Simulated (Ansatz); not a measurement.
**BH5NSi radical: an energy map over angle H4–N1–B2 and dihedral H4–N1–B2–Si3**

Aim: map the energy of BH5NSi, SMILES N[B][SiH3], spin multiplicity 2 over two coordinates, and find its wells, ridges and stiffness.

Computed with Ansatz 0.2.0. Level: UKS PBE0-D4/def2-TZVP.

## (1) Where the work starts

SMILES `N[B][SiH3]`, 8 atoms, charge 0, spin multiplicity 2.

Atoms are counted from 1 here; the program's logs count them from 0.

Bond lengths: N1–B2 1.382 Å, N1–H4 1.024 Å, N1–H5 1.028 Å, B2–Si3 1.992 Å, Si3–H6 1.508 Å, Si3–H7 1.519 Å, Si3–H8 1.508 Å. Angles: B2–N1–H4 123.2°, B2–N1–H5 124.4°, H4–N1–H5 112.4°, N1–B2–Si3 136.9°, B2–Si3–H6 108.9°, B2–Si3–H7 117.3°, B2–Si3–H8 109.0°, H6–Si3–H7 106.9°, H6–Si3–H8 107.4°, H7–Si3–H8 106.9°.

Geometry (Å):

```xyz
8
BH5NSi
N    -0.7621    0.4417   -1.5751
B    -0.7955   -0.0282   -0.2762
Si    0.5165   -0.3452    1.1889
H    -1.5967    0.5260   -2.1630
H     0.0904    0.7527   -2.0585
H     0.1142    0.4728    2.3908
H     1.9729   -0.0222    0.9016
H     0.4603   -1.7977    1.5915
```

This geometry comes from a loose relaxation at PBE in a small basis, which is not shown.

## (2) Relaxing the molecule

input.yaml

```yaml
crystal:
  periodic: [false, false, false]
  atoms:
    - { symbol: "N", position_ang: [-0.762115, 0.441731, -1.575072] }
    - { symbol: B, position_ang: [-0.795508, -0.028223, -0.276192] }
    - { symbol: Si, position_ang: [0.516465, -0.345181, 1.188917] }
    - { symbol: H, position_ang: [-1.596697, 0.525991, -2.162965] }
    - { symbol: H, position_ang: [0.090449, 0.752732, -2.058484] }
    - { symbol: H, position_ang: [0.114213, 0.472772, 2.39075] }
    - { symbol: H, position_ang: [1.972898, -0.022151, 0.901568] }
    - { symbol: H, position_ang: [0.460286, -1.797671, 1.591478] }
magnetization:
  spin_polarized: true
  initial_magnetization: 1
basis:
  gaussian: { orbitals: def2-TZVP }
hamiltonian:
  xc: pbe0
  dispersion: d4
output:
  forces: true
relax:
  f_tol: 0.003
  max_steps: 120
```

Launch:

```bash
$ ansatz run input.yaml --threads 1 --pin off --max-ram 2560MiB --backend cpu --events-out ev --progress --plain --runs-dir out
```

Log:

```text
Warning: RAYON_NUM_THREADS=1 ignored (pool sized by the plan → 1); use --threads N
The last accepted step is kept in <dir> (removed where the run ends without a failure and the disk answers)
Engine: ansatz 0.2.0, aarch64-unknown-linux-gnu
Functional definition: PBE0
  parameter a = 0.25
  parameter kappa = 0.804
  parameter beta = 0.06672455060314922
  exchange = (1 - a)*pbe_x(kappa = kappa, mu = beta*pi^2/3) + a*exact_x
  correlation = pbe_c(beta = beta)
812 factors; their error is unknown
mean field evaluation 1: about -10113.7981 eV, gradient 3.7e1 eV
mean field evaluation 2: about -10107.3911 eV, gradient 5.1e1 eV
mean field evaluation 4: about -10119.1027 eV, gradient 2.0e0 eV
mean field evaluation 8: about -10119.1275 eV, gradient 4.3e-2 eV
mean field evaluation 16: about -10119.1637 eV, gradient 5.5e-5 eV
mean field -10119.16372135 eV, -371.8724077441 hartree, gradient 2.6e-5 eV, S^2 0.755222; 0 other end points of the search recorded, 0 dependent functions left out
the calculation of the forces begins
reference -10119.16375419 eV, -371.8724089510 hartree; 16, 15 occupied and 113, 114 virtual orbitals, 812 factors
relax step   1: F+E_penalty+E_count = -10119.26678654 eV  Δ(F+E_penalty+E_count) = +0.000e0 eV  max|allowed force component| = 5.682e-1 eV/Å  Δτ_max = 0.0000 Å  (31 SCF iters, accepted)
these checks for a lower state are left out or cut short: starts, cluster_reference, orbital_swaps, neighbouring_geometries, increment
812 factors; their error is unknown
mean field -10119.18769533 eV, -371.8732887716 hartree, gradient 8.7e-6 eV, S^2 0.755091; 0 other end points of the search recorded, 0 dependent functions left out
the calculation of the forces begins
reference -10119.18772818 eV, -371.8732899787 hartree; 16, 15 occupied and 113, 114 virtual orbitals, 812 factors
relax step   2: F+E_penalty+E_count = -10119.29123141 eV  Δ(F+E_penalty+E_count) = -2.444e-2 eV  max|allowed force component| = 1.426e-1 eV/Å  Δτ_max = 0.0287 Å  (35 SCF iters, accepted)
these checks for a lower state are left out or cut short: starts, cluster_reference, orbital_swaps, neighbouring_geometries, increment
812 factors; their error is unknown
mean field evaluation 32: about -10119.1864 eV, gradient 1.6e-5 eV
mean field -10119.18643644 eV, -371.8732425084 hartree, gradient 1.6e-5 eV, S^2 0.755054; 0 other end points of the search recorded, 0 dependent functions left out
the calculation of the forces begins
reference -10119.18646929 eV, -371.8732437154 hartree; 16, 15 occupied and 113, 114 virtual orbitals, 812 factors
relax step   3: F+E_penalty+E_count = -10119.29011708 eV  Δ(F+E_penalty+E_count) = +1.114e-3 eV  max|allowed force component| = 1.633e-1 eV/Å  Δτ_max = 0.0355 Å  (35 SCF iters, rejected (line search))
these checks for a lower state are left out or cut short: starts, cluster_reference, orbital_swaps, neighbouring_geometries, increment
812 factors; their error is unknown
mean field -10119.18947918 eV, -371.8733543269 hartree, gradient 7.8e-6 eV, S^2 0.755053; 0 other end points of the search recorded, 0 dependent functions left out
the calculation of the forces begins
reference -10119.18951205 eV, -371.8733555349 hartree; 16, 15 occupied and 113, 114 virtual orbitals, 812 factors
relax step   4: F+E_penalty+E_count = -10119.29312437 eV  Δ(F+E_penalty+E_count) = -1.893e-3 eV  max|allowed force component| = 5.603e-2 eV/Å  Δτ_max = 0.0178 Å  (36 SCF iters, accepted)
these checks for a lower state are left out or cut short: starts, cluster_reference, orbital_swaps, neighbouring_geometries, increment
812 factors; their error is unknown
mean field -10119.18960582 eV, -371.8733589809 hartree, gradient 1.8e-5 eV, S^2 0.755055; 0 other end points of the search recorded, 0 dependent functions left out
the calculation of the forces begins
reference -10119.18963868 eV, -371.8733601884 hartree; 16, 15 occupied and 113, 114 virtual orbitals, 812 factors
relax step   5: F+E_penalty+E_count = -10119.29331380 eV  Δ(F+E_penalty+E_count) = -1.894e-4 eV  max|allowed force component| = 1.762e-2 eV/Å  Δτ_max = 0.0052 Å  (29 SCF iters, accepted)
these checks for a lower state are left out or cut short: starts, cluster_reference, orbital_swaps, neighbouring_geometries, increment
812 factors; their error is unknown
mean field -10119.18955729 eV, -371.8733571973 hartree, gradient 1.8e-5 eV, S^2 0.755051; 0 other end points of the search recorded, 0 dependent functions left out
the calculation of the forces begins
reference -10119.18959015 eV, -371.8733584050 hartree; 16, 15 occupied and 113, 114 virtual orbitals, 812 factors
relax step   6: F+E_penalty+E_count = -10119.29334270 eV  Δ(F+E_penalty+E_count) = -2.890e-5 eV  max|allowed force component| = 1.046e-2 eV/Å  Δτ_max = 0.0072 Å  (29 SCF iters, accepted)
these checks for a lower state are left out or cut short: starts, cluster_reference, orbital_swaps, neighbouring_geometries, increment
812 factors; their error is unknown
mean field -10119.18956632 eV, -371.8733575292 hartree, gradient 7.9e-5 eV, S^2 0.755054; 0 other end points of the search recorded, 0 dependent functions left out
the calculation of the forces begins
reference -10119.18959918 eV, -371.8733587368 hartree; 16, 15 occupied and 113, 114 virtual orbitals, 812 factors
relax step   7: F+E_penalty+E_count = -10119.29335092 eV  Δ(F+E_penalty+E_count) = -8.220e-6 eV  max|allowed force component| = 3.400e-3 eV/Å  Δτ_max = 0.0028 Å  (24 SCF iters, accepted)
these checks for a lower state are left out or cut short: starts, cluster_reference, orbital_swaps, neighbouring_geometries, increment
812 factors; their error is unknown
mean field -10119.18957521 eV, -371.8733578560 hartree, gradient 1.4e-5 eV, S^2 0.755053; 0 other end points of the search recorded, 0 dependent functions left out
the calculation of the forces begins
reference -10119.18960807 eV, -371.8733590637 hartree; 16, 15 occupied and 113, 114 virtual orbitals, 812 factors
relax step   8: F+E_penalty+E_count = -10119.29335439 eV  Δ(F+E_penalty+E_count) = -3.474e-6 eV  max|allowed force component| = 3.268e-4 eV/Å  Δτ_max = 0.0015 Å  (26 SCF iters, accepted)
812 factors; their error is unknown
mean field evaluation 64: about -10113.7025 eV, gradient 3.8e1 eV
mean field -10119.18957521 eV, -371.8733578560 hartree, gradient 1.4e-5 eV, S^2 0.755053; 1 other end points of the search recorded, 0 dependent functions left out
the calculation of the forces begins
reference -10119.18960807 eV, -371.8733590637 hartree; 16, 15 occupied and 113, 114 virtual orbitals, 812 factors
Total energy: -10119.29338726 eV, -371.8771728783 hartree
Atom 0 at    -0.752018     0.438278    -1.555543 Å, force     0.000183    -0.000120     0.000327 eV/Å
Atom 1 at    -0.811110    -0.029055    -0.267521 Å, force    -0.000031     0.000106    -0.000153 eV/Å
Atom 2 at     0.507579    -0.343259     1.183056 Å, force     0.000201     0.000050     0.000041 eV/Å
Atom 3 at    -1.562463     0.525724    -2.149460 Å, force    -0.000193    -0.000108    -0.000006 eV/Å
Atom 4 at     0.102037     0.731191    -2.011784 Å, force     0.000052     0.000053    -0.000071 eV/Å
Atom 5 at     0.120324     0.467819     2.369886 Å, force    -0.000041    -0.000050    -0.000029 eV/Å
Atom 6 at     1.932225    -0.010961     0.859782 Å, force    -0.000037    -0.000040     0.000057 eV/Å
Atom 7 at     0.463417    -1.779736     1.571586 Å, force    -0.000134     0.000109    -0.000165 eV/Å
Dipole moment:    -0.002110     0.194181    -0.546797 e Å
```

Run time: 40 s. Hardware: 1 thread of Arm Neoverse V2, shared host; peak memory 0.25 GiB.

Step by step: (the energy doesn't fall at every step)

| step | energy from step 1 (eV) | largest force component (eV/Å) |
| --- | --- | --- |
| 1 | 0.0000 | 0.5682 |
| 2 | -0.0244 | 0.1426 |
| 3 | -0.0233 | 0.1633 |
| 4 | -0.0263 | 0.0560 |
| 5 | -0.0265 | 0.0176 |
| 6 | -0.0266 | 0.0105 |
| 7 | -0.0266 | 0.0034 |
| 8 | -0.0266 | 0.0003 |

Close pairs (by a distance rule), those that changed most:

| bond | before (Å) | after (Å) | change (Å) |
| --- | --- | --- | --- |
| Si3–H7 | 1.519 | 1.498 | -0.021 |
| Si3–H6 | 1.508 | 1.489 | -0.020 |
| Si3–H8 | 1.508 | 1.489 | -0.020 |
| N1–H5 | 1.028 | 1.012 | -0.017 |
| N1–H4 | 1.024 | 1.009 | -0.016 |
| N1–B2 | 1.382 | 1.371 | -0.010 |
| B2–Si3 | 1.992 | 1.985 | -0.007 |

## (3) Plan of the scan

- angle H4–N1–B2: 11 values from 98.2 to 148.2 °
- dihedral H4–N1–B2–Si3: 10 values from −180 to 144 °, periodic

Nothing else is relaxed (all other coordinates rigid). Energies count from the relaxed molecule at the same level. Points are written as (first, second).

Below, 3 of the grid's runs; all are launched alike.

## (4) The run at (123.2°, 0°)

input.yaml

```yaml
crystal:
  periodic: [false, false, false]
  atoms:
    - { symbol: "N", position_ang: [-0.752018, 0.438278, -1.555543] }
    - { symbol: B, position_ang: [-0.81111, -0.029055, -0.267521] }
    - { symbol: Si, position_ang: [-2.251578, -0.67722, 0.935299] }
    - { symbol: H, position_ang: [-1.562746, 0.525553, -2.1491] }
    - { symbol: H, position_ang: [0.102037, 0.731191, -2.011784] }
    - { symbol: H, position_ang: [-1.938285, -2.071024, 1.354271] }
    - { symbol: H, position_ang: [-3.635063, -0.683275, 0.360426] }
    - { symbol: H, position_ang: [-2.280905, 0.175681, 2.155164] }
magnetization:
  spin_polarized: true
  initial_magnetization: 1
basis:
  gaussian: { orbitals: def2-TZVP }
hamiltonian:
  xc: pbe0
  dispersion: d4
output:
  forces: true
```

Launch:

```bash
$ ansatz run input.yaml --threads 1 --pin off --max-ram 2560MiB --backend cpu --events-out ev --progress --plain --runs-dir out
```

Log:

```text
Warning: RAYON_NUM_THREADS=1 ignored (pool sized by the plan → 1); use --threads N
[... 7 set-up lines as earlier in the session ...]
812 factors; their error is unknown
mean field evaluation 1: about -10113.7025 eV, gradient 3.8e1 eV
mean field evaluation 2: about -10107.5436 eV, gradient 5.1e1 eV
mean field evaluation 4: about -10119.1273 eV, gradient 2.0e0 eV
mean field evaluation 8: about -10119.1525 eV, gradient 4.1e-2 eV
mean field evaluation 16: about -10119.1887 eV, gradient 5.6e-5 eV
mean field -10119.18867622 eV, -371.8733248186 hartree, gradient 2.5e-5 eV, S^2 0.755046; 0 other end points of the search recorded, 0 dependent functions left out
the calculation of the forces begins
reference -10119.18870907 eV, -371.8733260259 hartree; 16, 15 occupied and 113, 114 virtual orbitals, 812 factors
Total energy: -10119.29250075 eV, -371.8771402998 hartree
Atom 0 at    -0.752018     0.438278    -1.555543 Å, force     0.147859     0.017758     0.013705 eV/Å
Atom 1 at    -0.811110    -0.029055    -0.267521 Å, force     0.051804     0.004832     0.009437 eV/Å
Atom 2 at    -2.251578    -0.677220     0.935299 Å, force     0.001497     0.001400    -0.004071 eV/Å
Atom 3 at    -1.562746     0.525553    -2.149100 Å, force    -0.093839     0.024924    -0.110129 eV/Å
Atom 4 at     0.102037     0.731191    -2.011784 Å, force    -0.106769    -0.049322     0.092377 eV/Å
Atom 5 at    -1.938285    -2.071024     1.354271 Å, force     0.000308     0.000391    -0.000730 eV/Å
Atom 6 at    -3.635063    -0.683275     0.360426 Å, force    -0.001313    -0.000325     0.000420 eV/Å
Atom 7 at    -2.280905     0.175681     2.155164 Å, force     0.000452     0.000342    -0.001010 eV/Å
Dipole moment:     0.050695     0.200729    -0.542209 e Å
```

Run time: 4.6 s. Hardware: 1 thread of Arm Neoverse V2, shared host; peak memory 0.23 GiB.

On the map this point reads 0.09 kJ/mol.

## (5) Point (123.2°, −180°)

input.yaml

```yaml
crystal:
  periodic: [false, false, false]
  atoms:
    - { symbol: "N", position_ang: [-0.752018, 0.438278, -1.555543] }
    - { symbol: B, position_ang: [-0.81111, -0.029055, -0.267521] }
    - { symbol: Si, position_ang: [0.507628, -0.343581, 1.182941] }
    - { symbol: H, position_ang: [-1.562746, 0.525553, -2.1491] }
    - { symbol: H, position_ang: [0.102037, 0.731191, -2.011784] }
    - { symbol: H, position_ang: [0.120662, 0.467575, 2.369812] }
    - { symbol: H, position_ang: [1.932324, -0.011609, 0.859551] }
    - { symbol: H, position_ang: [0.463165, -1.780051, 1.57146] }
magnetization:
  spin_polarized: true
  initial_magnetization: 1
basis:
  gaussian: { orbitals: def2-TZVP }
hamiltonian:
  xc: pbe0
  dispersion: d4
output:
  forces: true
```

Launch:

```bash
$ ansatz run input.yaml --threads 1 --pin off --max-ram 2560MiB --backend cpu --events-out ev --progress --plain --runs-dir out
```

Log:

```text
Warning: RAYON_NUM_THREADS=1 ignored (pool sized by the plan → 1); use --threads N
[... 7 set-up lines as earlier in the session ...]
812 factors; their error is unknown
mean field evaluation 1: about -10113.7026 eV, gradient 3.8e1 eV
mean field evaluation 2: about -10107.5414 eV, gradient 5.1e1 eV
mean field evaluation 4: about -10119.1282 eV, gradient 2.0e0 eV
mean field evaluation 8: about -10119.1534 eV, gradient 4.1e-2 eV
mean field evaluation 16: about -10119.1896 eV, gradient 5.5e-5 eV
mean field -10119.18957412 eV, -371.8733578159 hartree, gradient 2.5e-5 eV, S^2 0.755053; 0 other end points of the search recorded, 0 dependent functions left out
the calculation of the forces begins
reference -10119.18960698 eV, -371.8733590236 hartree; 16, 15 occupied and 113, 114 virtual orbitals, 812 factors
Total energy: -10119.29338665 eV, -371.8771728558 hartree
Atom 0 at    -0.752018     0.438278    -1.555543 Å, force    -0.001159    -0.001025     0.002551 eV/Å
Atom 1 at    -0.811110    -0.029055    -0.267521 Å, force     0.000858    -0.000296     0.000381 eV/Å
Atom 2 at     0.507628    -0.343581     1.182941 Å, force     0.000175     0.000226     0.000209 eV/Å
Atom 3 at    -1.562746     0.525553    -2.149100 Å, force     0.001542     0.000996    -0.001876 eV/Å
Atom 4 at     0.102037     0.731191    -2.011784 Å, force    -0.001249     0.000108    -0.001152 eV/Å
Atom 5 at     0.120662     0.467575     2.369812 Å, force    -0.000018    -0.000068     0.000020 eV/Å
Atom 6 at     1.932324    -0.011609     0.859551 Å, force    -0.000017    -0.000046     0.000053 eV/Å
Atom 7 at     0.463165    -1.780051     1.571460 Å, force    -0.000132     0.000106    -0.000187 eV/Å
Dipole moment:    -0.002162     0.194178    -0.546753 e Å
```

Wall time 4.6 s (1 thread of Arm Neoverse V2, shared host); peak memory 0.23 GiB.

On the map this point reads 0 kJ/mol.

## (6) Point (113.2°, −180°)

Changes to input.yaml since step 5:

```diff
@@ -6,3 +6,3 @@
     - { symbol: Si, position_ang: [0.507628, -0.343581, 1.182941] }
-    - { symbol: H, position_ang: [-1.562746, 0.525553, -2.1491] }
+    - { symbol: H, position_ang: [-1.651572, 0.462823, -2.010961] }
     - { symbol: H, position_ang: [0.102037, 0.731191, -2.011784] }
```

Launch:

```bash
$ ansatz run input.yaml --threads 1 --pin off --max-ram 2560MiB --backend cpu --events-out ev --progress --plain --runs-dir out
```

Log:

```text
Warning: RAYON_NUM_THREADS=1 ignored (pool sized by the plan → 1); use --threads N
[... 7 set-up lines as earlier in the session ...]
812 factors; their error is unknown
mean field evaluation 1: about -10113.6340 eV, gradient 3.8e1 eV
mean field evaluation 2: about -10107.5609 eV, gradient 5.1e1 eV
mean field evaluation 4: about -10119.0411 eV, gradient 2.0e0 eV
mean field evaluation 8: about -10119.0662 eV, gradient 4.1e-2 eV
mean field evaluation 16: about -10119.1025 eV, gradient 5.6e-5 eV
mean field -10119.10245653 eV, -371.8701563033 hartree, gradient 2.7e-5 eV, S^2 0.755013; 0 other end points of the search recorded, 0 dependent functions left out
the calculation of the forces begins
reference -10119.10248927 eV, -371.8701575066 hartree; 16, 15 occupied and 113, 114 virtual orbitals, 812 factors
Total energy: -10119.20645924 eV, -371.8739783328 hartree
Atom 0 at    -0.752018     0.438278    -1.555543 Å, force    -0.390388    -0.356077     0.833170 eV/Å
Atom 1 at    -0.811110    -0.029055    -0.267521 Å, force     0.330803    -0.039444     0.252108 eV/Å
Atom 2 at     0.507628    -0.343581     1.182941 Å, force     0.004922    -0.012711     0.038586 eV/Å
Atom 3 at    -1.651572     0.462823    -2.010961 Å, force     0.456818     0.350661    -0.788970 eV/Å
Atom 4 at     0.102037     0.731191    -2.011784 Å, force    -0.413925     0.059729    -0.345970 eV/Å
Atom 5 at     0.120662     0.467575     2.369812 Å, force     0.004127    -0.000451     0.006401 eV/Å
Atom 6 at     1.932324    -0.011609     0.859551 Å, force     0.003298     0.000746    -0.000749 eV/Å
Atom 7 at     0.463165    -1.780051     1.571460 Å, force     0.004346    -0.002453     0.005424 eV/Å
Dipole moment:    -0.016020     0.186900    -0.532252 e Å
```

Wall time 4.7 s (1 thread of Arm Neoverse V2, shared host); peak memory 0.23 GiB.

Energy on the map's scale: 8 kJ/mol.

## (7) Energy over the grid

110 points were computed. Energies in kJ/mol, from the relaxed molecule at the same level:

```
dihedral H4–N1–B2–Si3 (°) ↓, angle H4–N1–B2 (°) →  98.2  103.2  108.2  113.2  118.2  123.2  128.2  133.2  138.2  143.2  148.2
                                              144    67     50     36     26     20     18     20     26     37     52     71
                                              108   111     95     82     72     66     64     66     73     83     98    117
                                               72   120    101     86     75     67     64     65     71     81     95    113
                                               36    71     53     38     27     21     18     20     25     36     50     69
                                                0    52     34     20      9      2      0      2      8     18     33     52
                                              −36    71     53     38     27     21     18     20     25     36     50     69
                                              −72   120    101     86     75     67     64     65     71     81     95    113
                                             −108   111     95     81     72     66     64     66     73     83     98    117
                                             −144    67     50     36     26     20     18     20     26     37     52     71
                                             −180    50     33     19      8      2      0      2      9     19     34     54
```

The dipole moment (D) at each point:

| dihedral H4–N1–B2–Si3 (°) ↓, angle H4–N1–B2 (°) → | 98.2 | 103.2 | 108.2 | 113.2 | 118.2 | 123.2 | 128.2 | 133.2 | 138.2 | 143.2 | 148.2 |
| --- | --- | --- | --- | --- | --- | --- | --- | --- | --- | --- | --- |
| 144 | 2.57 | 2.64 | 2.70 | 2.74 | 2.78 | 2.82 | 2.86 | 2.90 | 2.94 | 2.99 | 3.05 |
| 108 | 2.63 | 2.70 | 2.75 | 2.79 | 2.83 | 2.87 | 2.91 | 2.95 | 2.99 | 3.05 | 3.11 |
| 72 | 2.69 | 2.75 | 2.79 | 2.82 | 2.85 | 2.87 | 2.90 | 2.93 | 2.96 | 3.00 | 3.05 |
| 36 | 2.60 | 2.65 | 2.70 | 2.74 | 2.78 | 2.82 | 2.86 | 2.90 | 2.94 | 2.99 | 3.05 |
| 0 | 2.54 | 2.60 | 2.66 | 2.70 | 2.75 | 2.79 | 2.83 | 2.88 | 2.92 | 2.98 | 3.04 |
| −36 | 2.60 | 2.65 | 2.70 | 2.74 | 2.78 | 2.82 | 2.86 | 2.90 | 2.94 | 2.99 | 3.05 |
| −72 | 2.69 | 2.75 | 2.79 | 2.82 | 2.85 | 2.87 | 2.90 | 2.93 | 2.96 | 3.00 | 3.05 |
| −108 | 2.63 | 2.70 | 2.75 | 2.79 | 2.83 | 2.87 | 2.91 | 2.95 | 2.99 | 3.05 | 3.11 |
| −144 | 2.57 | 2.64 | 2.70 | 2.74 | 2.78 | 2.82 | 2.86 | 2.90 | 2.94 | 2.99 | 3.05 |
| −180 | 2.55 | 2.61 | 2.67 | 2.71 | 2.75 | 2.79 | 2.82 | 2.86 | 2.91 | 2.96 | 3.01 |

Energy (kJ/mol) at eleven even steps along the easiest path on the interpolated surface, from (123.2°, −180°): 0, 3, 17, 35, 62, 74, 67, 42, 22, 5, 0.

## (8) What came out

| quantity | value |
| --- | --- |
| lowest point | (123.2°, −180°), 0 kJ/mol |
| highest computed point | (98.2°, −72°), 120 kJ/mol above the lowest |
| dipole moment (D) | 2.54 at (98.2°, 0°) to 3.11 at (148.2°, −108°); 2.79 at the lowest point |
| time for the whole task | 11 min on 1 thread, shared host |

In words: The lowest computed point is at (123.2°, −180°), 0 kJ/mol from the relaxed molecule at the same level; the map holds 2 wells of about this depth. The grid shows no other well, apart from its symmetry copies. The highest computed point, (98.2°, −72°), lies 120 kJ/mol above the lowest. On the interpolated surface the easiest way out of the lowest well to the well at (123.2°, 0°) passes a barrier of about 74 kJ/mol. Round the minimum the two coordinates are nearly uncoupled.
